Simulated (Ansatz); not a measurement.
# CH₅Al (triplet): wave-function methods side by side at distance Al1–H4 along a hydrogen transfer = 1.916 Å, cc-pVDZ

The task here is to estimate one member of a computed series from the others.

Method: cc-pVDZ, core rule «outside noble gas», up to 6 orbitals frozen; program: Ansatz 0.2.0, Gaussian basis.

Plan: UHF; CCSD(T) on ROHF; CCSD(T) on UHF; BCCD(T) on ROHF; CISD; CCSDT(Q) on ROHF; CCSDT(Q) on UHF; CASSCF and NEVPT2, 4 electrons in 4 orbitals.

10 further runs of the same task are left out: 1 for a mislabelled method, 7 that didn't finish, 2 set aside as unsound or not needed.

### The geometry

The geometry derives from fragments relaxed apart (PBE0/def2-TZVP) and kept rigid, so it is no stationary point. A hydrogen atom is moved between rigid fragments.

7 atoms, charge 0, spin multiplicity 3.

Atoms are counted from 1 here; the program's logs count them from 0.

Bond lengths: Al1–H2 1.586 Å, Al1–H3 1.586 Å, Al1–H4 1.916 Å, C5–H6 1.079 Å, C5–H7 1.079 Å. Angles: H2–Al1–H3 120.0°, H2–Al1–H4 120.0°, H3–Al1–H4 120.0°, H6–C5–H7 134.8°.

The first run:

Input file in.yaml:

```yaml
crystal:
  periodic: [false, false, false]
  atoms:
    - {symbol: Al, position_ang: [-1.124591, 0.000000, 0.000000]}
    - {symbol: H, position_ang: [-1.917514, 1.373384, 0.000000]}
    - {symbol: H, position_ang: [-1.917514, -1.373384, 0.000000]}
    - {symbol: H, position_ang: [0.791409, 0.000000, 0.000000]}
    - {symbol: C, position_ang: [2.322409, 0.000000, 0.000000]}
    - {symbol: H, position_ang: [2.736877, 0.000000, 0.996161]}
    - {symbol: H, position_ang: [2.736877, 0.000000, -0.996161]}
basis:
  gaussian: {orbitals: cc-pVDZ}
magnetization: {spin_polarized: true, initial_magnetization: 2}
hamiltonian: {xc: hf}
output: {orbitals: {seedname: orbitals}}
```

Command:

```sh
$ ansatz run in.yaml --threads 1 --pin off --events-out ev --progress --plain --max-ram 2393MiB
```

Steps of the session up to this table: UHF; CCSD(T) on ROHF; CCSD(T) on UHF; BCCD(T) on ROHF; CISD; CCSDT(Q) on ROHF; CCSDT(Q) on UHF; CASSCF and NEVPT2, 4 electrons in 4 orbitals.

One of the session's tables, all rows but one given; the rest of the session is left out.

```
     method  from UCCSDT(Q) (kcal/mol)
       ROHF                    +157.76
        UHF                    +148.24
       RMP2                     +31.64
       UMP2                     +32.75
       CISD                     +16.98
      RCCSD                      +4.01
      UCCSD                      +3.82
   RCCSD(T)                      +0.85
   UCCSD(T)                      +0.88
    BCCD(T)                      +0.85
     RCCSDT                          ?
     UCCSDT                      +0.15
  RCCSDT(Q)                      +0.02
  UCCSDT(Q)                          0
CASSCF pair                    +140.30
NEVPT2 pair                     +30.20
```

**Question.** Estimate the row for RCCSDT.

**Answer.** from UCCSDT(Q) (kcal/mol): +0.18. In the column «from UCCSDT(Q) (kcal/mol)» it lies between UCCSDT (+0.15) and RCCSD(T) (+0.85).

Caveats from the session: Restricted and unrestricted rows rest on different reference determinants; where their highest levels disagree by more than a few hundredths of an eV, they describe different states and don't form one ladder.
